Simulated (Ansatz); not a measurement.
# AlP (quintet): wave-function methods side by side, def2-QZVPP

An exercise on one series of results from a longer session: the logs are not shown, and one member is left open.

Method: def2-QZVPP, core rule «outside noble gas», up to 10 orbitals frozen; program: Ansatz 0.2.0, Gaussian basis.

Plan: UHF; ROHF; CCSD(T) on UHF.

2 further runs of the same task are left out: 2 set aside as unsound or not needed.

## The geometry

The geometry is a PBE0/def2-TZVP stationary point (not a proven minimum) of the parent state, kept for this charge and spin.

2 atoms, charge 0, spin multiplicity 5.

Atoms are counted from 1 here; the program's logs count them from 0.

Bond lengths: Al1–P2 2.208 Å.

The first run:

The input, in.yaml:

```yaml
crystal:
  periodic: [false, false, false]
  atoms:
    - {symbol: Al, position_ang: [0.000000, 0.000000, 0.000000]}
    - {symbol: P, position_ang: [0.000000, 0.000000, 2.208000]}
basis:
  gaussian: {orbitals: "def2-QZVPP.json"}
magnetization: {spin_polarized: true, initial_magnetization: 4}
hamiltonian: {xc: hf}
output: {orbitals: {seedname: orbitals}}
```

Launch:

```bash
ansatz run in.yaml --threads 1 --pin off --events-out ev --progress --plain --max-ram 4096MiB --backend cpu
```

Among the steps run: UHF; ROHF; CCSD(T) on UHF.

One of the session's tables, all rows but one given; the rest of the session is left out.

```
  method  from UCCSD(T) (kcal/mol)
    ROHF                   +113.31
     UHF                   +109.54
    UMP2                    +22.06
   UCCSD                         ?
UCCSD(T)                         0
```

**Question.** Estimate the row for UCCSD.

The run gave: from UCCSD(T) (kcal/mol): +5.80. In the column «from UCCSD(T) (kcal/mol)» it lies between UCCSD(T) (0) and UMP2 (+22.06).
